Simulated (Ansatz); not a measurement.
Mulliken charges of `FCCCl` from B3LYP/def2-TZVPP in Ansatz (PBE0-D4/def2-TZVP geometry).

| atom | x (Å) | y (Å) | z (Å) | charge (e) |
| --- | --- | --- | --- | --- |
| F1 | -1.369 | 0.938 | -0.586 | -0.241 |
| C2 | -0.231 | 0.727 | 0.158 | 0.100 |
| C3 | 0.380 | -0.605 | -0.167 | -0.078 |
| Cl4 | -0.632 | -1.960 | 0.383 | -0.154 |
| H5 | 0.487 | 1.518 | -0.089 | 0.073 |
| H6 | -0.495 | 0.793 | 1.216 | 0.081 |
| H7 | 0.514 | -0.715 | -1.243 | 0.116 |
| H8 | 1.347 | -0.697 | 0.328 | 0.103 |

Question: By hand: the dipole of these point charges (1 e Å = 4.8032 D).

Answer: Σ q r = (0.568, 0.216, 0.093) e Å, of length 0.615 e Å = 2.95 D.

Question: How does the dipole of the full density compare? (An estimate is asked.)

Answer: Ansatz gave: (0.504, 0.223, 0.069) e Å, 2.67 D; the point charges give 1.10 times that, at 3° from its direction.

Point charges leave out the atoms' own dipoles, such as those of lone pairs, and Mulliken's split depends on the basis, so the close match here is no proof of good charges.

B3LYP here is the variant with VWN-RPA as its local correlation; programs differ in this.
